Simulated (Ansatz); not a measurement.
A made-up structure of AlSiH$_{4}$S (charge -1), closed shell:

Si1  (-0.819, 0.561, -0.282)
Al2  (1.172, -0.738, 0.484)
S3  (1.950, -2.303, -0.643)
H4  (2.725, -3.411, -0.784)
H5  (-0.653, 1.218, -1.624)
H6  (-1.273, 1.695, 0.603)
H7  (1.690, -0.171, 1.911)
(Å)

It is relaxed with PBE-D4/def2-SVPD and then PBE0-D4/def2-TZVPD (Ansatz 0.2.0). Atoms count as bonded within 1.22 times the sum of their covalent radii (H–H: 0.88 Å). The end point is not checked to be a true minimum.

(1) Does its bonding change? (A judgement: the text doesn't fix the answer.)

## Answers

(1) The calculation gives: No: no bond forms or breaks.

Where it ends: The first stage lowers the energy by 1.56 eV in 11 steps. It ends as AlSiH₄S ([SiH2][AlH][SH]), total charge -1:
Si1  (-1.074, 0.527, -0.155)
Al2  (0.944, -0.655, 0.324)
S3  (1.908, -2.192, -1.050)
H4  (2.725, -2.692, -0.110)
H5  (-0.772, 0.898, -1.604)
H6  (-0.631, 1.831, 0.509)
H7  (1.692, -0.867, 1.751)
(Å)

Labels in which every atom is bracketed show which atoms are joined, not bond orders.

For scale, one of the runs: PBE0-D4/def2-TZVPD relaxation, 168 basis functions, launched by `ansatz run in.yaml --threads 2 --pin off --events-out ev --progress --plain --max-ram 4352MiB`. The run took about 17 s on 2 CPU threads of an AMD EPYC 7R13 (shared host).
